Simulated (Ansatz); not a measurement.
Two isomers of C5H7F: A = `CC1=C(F)C1C`, B = `C=CC(=C)CF`.

Isolated molecules relaxed with PBE0-D4/def2-TZVP in Ansatz; ΔE leaves out vibrations. CCSD(T)/CBS is the MP2 limit (def2-TZVPP, def2-QZVPP) plus CCSD(T) − MP2 in def2-TZVPP, frozen cores. DFT in def2-TZVPP. B3LYP here is the variant with VWN-RPA as its local correlation; programs differ in this. One conformer a species, not always the lowest.

A:

```xyz
13

C    -1.481    1.347   -0.242
C    -0.281    0.715    0.315
C     0.872    0.675    0.875
F     1.888    1.335    1.389
C     0.376   -0.665    0.575
C     0.913   -1.502   -0.562
H    -1.618    1.062   -1.289
H    -1.418    2.435   -0.186
H    -2.375    1.023    0.300
H    -0.035   -1.264    1.395
H     1.729   -2.148   -0.226
H     1.295   -0.866   -1.365
H     0.135   -2.148   -0.978
```

B:

```xyz
13

C     1.253    1.487    0.497
C    -0.018    1.124    0.330
C    -0.486   -0.193   -0.080
C    -1.787   -0.451   -0.217
C     0.551   -1.240   -0.339
F    -0.012   -2.437   -0.720
H     1.509    2.494    0.805
H     2.083    0.808    0.335
H    -0.802    1.855    0.509
H    -2.525    0.319   -0.024
H    -2.140   -1.427   -0.521
H     1.146   -1.421    0.563
H     1.228   -0.918   -1.139
```

(1) Which isomer does CCSD(T)/CBS put lower? Give the gap. (Best estimate.)

(2) Give E(B) − E(A) in kcal/mol with PBE-D4, MP2/def2-TZVPP, ωB97M-V, PBE0-D4, CCSD(T)/def2-TZVPP, B2PLYP, B3LYP. (Best estimate.)

Largest T1 diagnostic: 0.011.

## Answers

(1) Computed: B, by 34.0 kcal/mol.

(2) Ansatz gave: PBE-D4 -27.6, MP2/def2-TZVPP -30.3, ωB97M-V -31.2, PBE0-D4 -27.9, CCSD(T)/def2-TZVPP -33.7, B2PLYP -33.2, B3LYP -33.4. None reverses the order clearly.

The D4 term adds −0.8 kcal/mol with B3LYP and −0.4 kcal/mol with PBE0; it sums over pairs of atoms, weighted by their polarisabilities, and B3LYP, whose exchange is more repulsive, gets the larger term. In def2-TZVPP, CCSD(T) changes the Hartree–Fock value by +4.7 kcal/mol (the triples alone add +0.1 kcal/mol) and MP2 by +8.1 kcal/mol.
